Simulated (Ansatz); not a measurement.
C$_{4}$H$_{7}$F (`CC(C)=CF`) from Hartree–Fock to CCSD(T)

```xyz
12

C     0.525    1.284   -0.198
C     0.109   -0.123    0.072
C    -1.291   -0.512   -0.277
C     0.925   -1.021    0.600
F     2.195   -0.737    0.936
H     1.559    1.466    0.090
H    -0.115    1.985    0.347
H     0.416    1.519   -1.262
H    -2.012    0.106    0.267
H    -1.495   -1.558   -0.042
H    -1.482   -0.359   -1.344
H     0.667   -2.052    0.813
```

Charge 0, multiplicity 1. All single points use the PBE0-D4/def2-TZVP geometry. Frozen core, restricted reference, Ansatz 0.2.0. CBS rows extrapolate triple and quadruple zeta; past MP2 they add the triple-zeta difference.

| basis | HF (Eh) | MP2 corr. | CCSD corr. | (T) | CCSD(T) total |
| --- | --- | --- | --- | --- | --- |
| def2-TZVPP | ? | -0.92152 | -0.96051 | ? | ? |
| def2-QZVPP | ? | -0.98822 | – | – | – |
| CBS(def2) | ? | -1.03762 | -1.07661 | as TZ | ? |

Q: Fill in the withheld values. (Estimate.)

A: Computed: def2-TZVPP HF (Eh): -255.06718; def2-TZVPP (T): -0.03748; def2-TZVPP CCSD(T) total: -256.06517; def2-QZVPP HF (Eh): -255.07878; CBS(def2) HF (Eh): -255.08038; CBS(def2) CCSD(T) total: -256.19447.
